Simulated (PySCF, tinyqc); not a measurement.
A ladder of methods, and size consistency: correlation methods against full CI in the sto-3g basis, for BH, spin multiplicity 1. Computed by the program tinyqc with PySCF. All electrons correlated; +Q is the Davidson correction (1 - c0^2) E_corr. The last columns treat two copies 100 angstrom apart as one system. FCI is the lowest singlet.

Geometry (angstrom):
```
atom       x       y       z
B     0.0000  0.0000  0.0000
H     0.0000  0.0000  1.6980
```

RHF energy of one = -24.680834 hartree

Correlation energies (hartree):
```
method   E_corr of one  share of FCI (%)  E_corr of two at 100 angstrom  two minus twice one (mhartree)
MP2          -0.043025           52.8248                      -0.086049                          0.0000
CISD         -0.077258           94.8555                      -0.141540                         12.9755
CISD+Q       -0.084986          104.3442                      -0.163477                          6.4954
CCSD         -0.081285           99.8004                      -0.162571                          0.0000
CCSD(T)      -0.081352           99.8818                      -0.162703                          0.0000
FCI          -0.081448          100.0000                              -                               -
```

What does the comparison show, and why?

MP2 recovers 53 %, CISD 94.9 % and CCSD 99.8 % of the FCI value (c0^2 = 0.900 in CISD). MP2 and coupled cluster are size consistent, so their last column vanishes; CISD loses 12.98 mhartree, since a double excitation on each copy is a quadruple of the pair, and the Davidson correction leaves +6.50. The restricted reference is unstable here: a spin-polarised solution lies 0.0048 hartree lower (PySCF), so results built on it describe a poor reference.
